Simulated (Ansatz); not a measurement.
## Nudged elastic band run: CH₁₀Si₂

Input file:

```yaml
crystal:
  periodic: [false, false, false]
  atoms:
    - { symbol: Si, position_ang: [-0.681493, 0.524842, 1.50377] }
    - { symbol: C, position_ang: [0.362846, -1.008822, 1.874994] }
    - { symbol: H, position_ang: [-2.036754, 0.138289, 0.971784] }
    - { symbol: H, position_ang: [-0.883497, 1.351433, 2.747492] }
    - { symbol: H, position_ang: [-0.007107, 1.396198, 0.474935] }
    - { symbol: H, position_ang: [0.471443, -0.85168, -1.754673] }
    - { symbol: Si, position_ang: [0.300661, 0.319859, -2.683946] }
    - { symbol: H, position_ang: [0.516223, -1.611345, 0.956298] }
    - { symbol: H, position_ang: [1.358471, -0.721592, 2.268848] }
    - { symbol: H, position_ang: [-0.134403, -1.650927, 2.630336] }
    - { symbol: H, position_ang: [0.524536, -0.138723, -4.099254] }
    - { symbol: H, position_ang: [1.301553, 1.386256, -2.339198] }
    - { symbol: H, position_ang: [-1.092478, 0.866212, -2.551487] }
basis:
  gaussian: { orbitals: def2-SVP }
hamiltonian:
  xc: pbe
neb:
  order_check: false
  images: 7
  f_tol: 0.03
  max_iterations: 60
  final_atoms:
    - { symbol: Si, position_ang: [-1.04658828, 1.50800917, 0.29219647] }
    - { symbol: C, position_ang: [1.05369009, -2.09545432, 1.28489314] }
    - { symbol: H, position_ang: [-2.03482221, 0.44687714, 0.70004126] }
    - { symbol: H, position_ang: [-1.72839908, 2.84997966, 0.35563665] }
    - { symbol: H, position_ang: [0.09887114, 1.503756, 1.26981807] }
    - { symbol: H, position_ang: [0.95033806, -1.63252212, 0.28496365] }
    - { symbol: Si, position_ang: [-0.26893106, 1.1080603, -1.89399986] }
    - { symbol: H, position_ang: [0.72661371, -3.15106073, 1.235466] }
    - { symbol: H, position_ang: [2.11175906, -2.05210872, 1.60454349] }
    - { symbol: H, position_ang: [0.42699725, -1.54678476, 2.0128101] }
    - { symbol: H, position_ang: [0.33569918, -0.26852637, -1.99902128] }
    - { symbol: H, position_ang: [0.78136055, 2.12199635, -2.26967097] }
    - { symbol: H, position_ang: [-1.40658743, 1.2077784, -2.87777773] }
  initial_path:
    images:
      - { positions_ang: [[-0.681493, 0.524842, 1.50377], [0.362846, -1.008822, 1.874994], [-2.036754, 0.138289, 0.971784], [-0.883497, 1.351433, 2.747492], [-0.007107, 1.396198, 0.474935], [0.471443, -0.85168, -1.754673], [0.300661, 0.319859, -2.683946], [0.516223, -1.611345, 0.956298], [1.358471, -0.721592, 2.268848], [-0.134403, -1.650927, 2.630336], [0.524536, -0.138723, -4.099254], [1.301553, 1.386256, -2.339198], [-1.092478, 0.866212, -2.551487]] }
      - { positions_ang: [[-0.67542006, 0.56985372, 1.30807308], [0.3989223, -1.02781363, 1.68742241], [-1.99696523, 0.10760048, 0.79714357], [-0.97308276, 1.30444006, 2.56822176], [0.10932355, 1.46387644, 0.53990028], [0.44018443, -0.76067229, -1.34978637], [0.24575502, 0.34382267, -2.45190054], [0.42800703, -1.72077877, 0.90751815], [1.41657272, -0.79722969, 1.97317324], [-0.03854162, -1.50413389, 2.51809936], [0.50921487, -0.26876487, -3.74641733], [1.24643332, 1.40583758, -2.25439783], [-1.11040256, 0.88396219, -2.49715079]] }
      - { positions_ang: [[-0.66934712, 0.61486544, 1.11237617], [0.4349986, -1.04680525, 1.49985082], [-1.95717646, 0.07691196, 0.62250314], [-1.06266851, 1.25744712, 2.38895151], [0.22575411, 1.53155488, 0.60486555], [0.40892586, -0.66966459, -0.94489973], [0.19084903, 0.36778633, -2.21985507], [0.33979105, -1.83021253, 0.8587383], [1.47467444, -0.87286739, 1.67749849], [0.05731976, -1.35734077, 2.40586272], [0.49389373, -0.39880675, -3.39358067], [1.19131363, 1.42541917, -2.16959765], [-1.12832712, 0.90171238, -2.44281458]] }
      - { positions_ang: [[-0.66327418, 0.65987717, 0.91667925], [0.4710749, -1.06579688, 1.31227923], [-1.91738769, 0.04622344, 0.44786271], [-1.15225427, 1.21045418, 2.20968127], [0.34218466, 1.59923332, 0.66983083], [0.3776673, -0.57865688, -0.5400131], [0.13594305, 0.39175, -1.98780961], [0.25157508, -1.9396463, 0.80995845], [1.53277615, -0.94850508, 1.38182373], [0.15318114, -1.21054766, 2.29362608], [0.4785726, -0.52884862, -3.040744], [1.13619395, 1.44500075, -2.08479748], [-1.14625168, 0.91946257, -2.38847837]] }
      - { positions_ang: [[-0.65720125, 0.70488889, 0.72098233], [0.5071512, -1.08478851, 1.12470764], [-1.87759892, 0.01553493, 0.27322228], [-1.24184003, 1.16346124, 2.03041103], [0.45861522, 1.66691176, 0.7347961], [0.34640873, -0.48764918, -0.13512646], [0.08103707, 0.41571367, -1.75576414], [0.16335911, -2.04908007, 0.7611786], [1.59087787, -1.02414278, 1.08614898], [0.24904251, -1.06375454, 2.18138944], [0.46325146, -0.6588905, -2.68790733], [1.08107426, 1.46458233, -1.99999731], [-1.16417625, 0.93721275, -2.33414216]] }
      - { positions_ang: [[-0.754548, 0.90566896, 0.61378587], [0.64378592, -1.33745496, 1.16475402], [-1.91690474, 0.12337048, 0.37992703], [-1.36347979, 1.58509085, 1.61171743], [0.3686792, 1.62612282, 0.86855159], [0.49739106, -0.77386741, -0.03010393], [-0.00645496, 0.58880033, -1.79032307], [0.30417276, -2.32457523, 0.87975045], [1.72109817, -1.28113426, 1.21574761], [0.2935312, -1.1845121, 2.1392446], [0.43136339, -0.56129947, -2.51568582], [1.00614584, 1.62893584, -2.06741572], [-1.22477904, 1.00485417, -2.47005105]] }
      - { positions_ang: [[-0.85189476, 1.10644903, 0.5065894], [0.78042065, -1.59012141, 1.20480039], [-1.95621057, 0.23120603, 0.48663177], [-1.48511956, 2.00672045, 1.19302384], [0.27874318, 1.58533388, 1.00230709], [0.6483734, -1.06008565, 0.0749186], [-0.093947, 0.76188699, -1.824882], [0.44498641, -2.6000704, 0.9983223], [1.85131847, -1.53812575, 1.34534623], [0.33801988, -1.30526965, 2.09709977], [0.39947532, -0.46370843, -2.34346431], [0.93121741, 1.79328934, -2.13483414], [-1.28538184, 1.07249558, -2.60595994]] }
      - { positions_ang: [[-0.94924152, 1.3072291, 0.39939293], [0.91705537, -1.84278787, 1.24484676], [-1.99551639, 0.33904158, 0.59333652], [-1.60675932, 2.42835006, 0.77433024], [0.18880716, 1.54454494, 1.13606258], [0.79935573, -1.34630389, 0.17994113], [-0.18143903, 0.93497364, -1.85944093], [0.58580006, -2.87556556, 1.11689415], [1.98153876, -1.79511723, 1.47494486], [0.38250857, -1.42602721, 2.05495493], [0.36758725, -0.3661174, -2.1712428], [0.85628898, 1.95764285, -2.20225256], [-1.34598463, 1.14013699, -2.74186884]] }
      - { positions_ang: [[-1.04658828, 1.50800917, 0.29219647], [1.05369009, -2.09545432, 1.28489314], [-2.03482221, 0.44687714, 0.70004126], [-1.72839908, 2.84997966, 0.35563665], [0.09887114, 1.503756, 1.26981807], [0.95033806, -1.63252212, 0.28496365], [-0.26893106, 1.1080603, -1.89399986], [0.72661371, -3.15106073, 1.235466], [2.11175906, -2.05210872, 1.60454349], [0.42699725, -1.54678476, 2.0128101], [0.33569918, -0.26852637, -1.99902128], [0.78136055, 2.12199635, -2.26967097], [-1.40658743, 1.2077784, -2.87777773]] }
```

Run as:

```bash
$ ansatz run input.yaml --threads 2 --pin off --max-ram 3072MiB --backend cpu --events-out ev --progress --plain --runs-dir out
```

Output, in part (warnings, iteration lines, the closing report on the highest movable image, with atoms numbered from 0):

```
NEB end point (image 0): max|allowed force component| = 2.051e-2 eV/Å (the criterion of neb.relax_end_points is 1.000e-2)
NEB end point (image 8): max|allowed force component| = 2.642e-2 eV/Å (the criterion of neb.relax_end_points is 1.000e-2)
NEB iter   1: max|band force component| = 5.089e0 eV/Å  barrier→ = 4.6923 eV  barrier← = 4.8799 eV  Δτ_max = 0.2000 Å  (220 SCF iters)
NEB iter   2: max|band force component| = 2.389e0 eV/Å  barrier→ = 3.1915 eV  barrier← = 3.3792 eV  Δτ_max = 0.2000 Å  (185 SCF iters)
NEB iter   3: max|band force component| = 1.178e0 eV/Å  barrier→ = 3.1593 eV  barrier← = 3.3469 eV  Δτ_max = 0.2000 Å  (182 SCF iters)
NEB iter   4: max|band force component| = 1.086e0 eV/Å  barrier→ = 3.2052 eV  barrier← = 3.3929 eV  Δτ_max = 0.1194 Å  (182 SCF iters)
NEB iter   5: max|band force component| = 5.984e-1 eV/Å  barrier→ = 3.1668 eV  barrier← = 3.3545 eV  CI = image 4  Δτ_max = 0.1963 Å  (185 SCF iters)
NEB iter   6: max|band force component| = 4.410e-1 eV/Å  barrier→ = 3.3573 eV  barrier← = 3.5450 eV  CI = image 4  Δτ_max = 0.1431 Å  (187 SCF iters)
NEB iter   7: max|band force component| = 2.949e-1 eV/Å  barrier→ = 3.2706 eV  barrier← = 3.4583 eV  CI = image 4  Δτ_max = 0.1163 Å  (181 SCF iters)
NEB iter   8: max|band force component| = 1.065e-1 eV/Å  barrier→ = 3.2415 eV  barrier← = 3.4292 eV  CI = image 4  Δτ_max = 0.1722 Å  (184 SCF iters)
NEB iter   9: max|band force component| = 1.319e-1 eV/Å  barrier→ = 3.2199 eV  barrier← = 3.4076 eV  CI = image 4  Δτ_max = 0.0863 Å  (178 SCF iters)
NEB iter  10: max|band force component| = 1.247e-1 eV/Å  barrier→ = 3.2088 eV  barrier← = 3.3964 eV  CI = image 4  Δτ_max = 0.0863 Å  (183 SCF iters)
NEB iter  11: max|band force component| = 1.348e-1 eV/Å  barrier→ = 3.1986 eV  barrier← = 3.3863 eV  CI = image 4  Δτ_max = 0.0431 Å  (182 SCF iters)
NEB iter  12: max|band force component| = 1.192e-1 eV/Å  barrier→ = 3.1941 eV  barrier← = 3.3818 eV  CI = image 4  Δτ_max = 0.0432 Å  (185 SCF iters)
NEB iter  13: max|band force component| = 1.119e-1 eV/Å  barrier→ = 3.1900 eV  barrier← = 3.3777 eV  CI = image 4  Δτ_max = 0.0861 Å  (186 SCF iters)
NEB iter  14: max|band force component| = 8.284e-2 eV/Å  barrier→ = 3.1835 eV  barrier← = 3.3712 eV  CI = image 4  Δτ_max = 0.1639 Å  (180 SCF iters)
NEB iter  15: max|band force component| = 1.006e-1 eV/Å  barrier→ = 3.1795 eV  barrier← = 3.3672 eV  CI = image 4  Δτ_max = 0.0686 Å  (181 SCF iters)
NEB iter  16: max|band force component| = 6.803e-2 eV/Å  barrier→ = 3.1789 eV  barrier← = 3.3665 eV  CI = image 4  Δτ_max = 0.0476 Å  (189 SCF iters)
NEB iter  17: max|band force component| = 4.727e-2 eV/Å  barrier→ = 3.1785 eV  barrier← = 3.3662 eV  CI = image 4  Δτ_max = 0.0421 Å  (189 SCF iters)
NEB iter  18: max|band force component| = 2.951e-2 eV/Å  barrier→ = 3.1782 eV  barrier← = 3.3659 eV  CI = image 4  Δτ_max = 0.0000 Å  (368 SCF iters)
Total energy: -16935.25106569 eV, -622.3589975386 hartree
Atom 0 at    -0.725470     0.558506     0.696298 Å, force    -0.026459     0.010669    -0.010005 eV/Å
Atom 1 at     0.639826    -1.019336     1.133344 Å, force     0.021604    -0.027425     0.025567 eV/Å
Atom 2 at    -1.687464    -0.533799     0.235960 Å, force     0.004888     0.003828     0.004217 eV/Å
Atom 3 at    -1.698007     1.288966     1.640461 Å, force     0.000317     0.002678    -0.002796 eV/Å
Atom 4 at     0.460248     1.502279     0.870372 Å, force     0.004712     0.001248    -0.001559 eV/Å
Atom 5 at     0.454211    -0.422806    -0.147878 Å, force    -0.009261     0.001118    -0.003998 eV/Å
Atom 6 at    -0.005773     0.533301    -1.735085 Å, force     0.004074     0.006350    -0.000710 eV/Å
Atom 7 at     0.420017    -2.040752     0.764587 Å, force     0.000589     0.001491    -0.003894 eV/Å
Atom 8 at     1.725999    -0.801497     1.151930 Å, force     0.000352    -0.001386    -0.002977 eV/Å
Atom 9 at     0.305969    -1.000419     2.197427 Å, force     0.001269     0.004092    -0.010276 eV/Å
Atom 10 at    -0.375700    -0.685900    -2.544823 Å, force     0.000522     0.000518     0.001669 eV/Å
Atom 11 at     1.401570     0.974767    -2.058507 Å, force    -0.003214     0.000849     0.004279 eV/Å
Atom 12 at    -0.915425     1.646691    -2.204186 Å, force     0.000608    -0.004029     0.000482 eV/Å
Dipole moment:     0.222415    -0.287813     0.178171 e Å
```

It converged. Neighbouring images differ by up to 2.4 eV, so the band resolves the path poorly. A vibrational analysis at the climbing image gives one clearly imaginary mode, 1144i cm⁻¹: a first-order saddle point. The orbitals stay closed-shell, which can raise the energy where a bond breaks towards radicals; this wasn't checked here.

Final band (atoms are numbered from 1 in the order of the input):

```tsv
image	path coordinate (Å)	energy (eV)	Si1–C2 (Å)	H6–Si7 (Å)	Si1–Si7 (Å)
0	0.00	0.00	1.89	1.51	4.31
1	1.30	0.02	1.89	1.50	4.16
2	2.60	0.12	1.90	1.50	3.81
3	3.89	0.80	1.92	1.51	3.10
4	5.19	3.18	2.13	1.91	2.54
5	6.49	0.87	2.81	2.52	2.40
6	7.78	-0.09	3.44	2.93	2.37
7	9.08	-0.17	3.95	3.30	2.36
8	10.38	-0.19	4.29	3.71	2.35
```

Run time: 3.2 min on 2 threads of Arm Neoverse V2, on a shared host, peak memory 0.12 GiB.
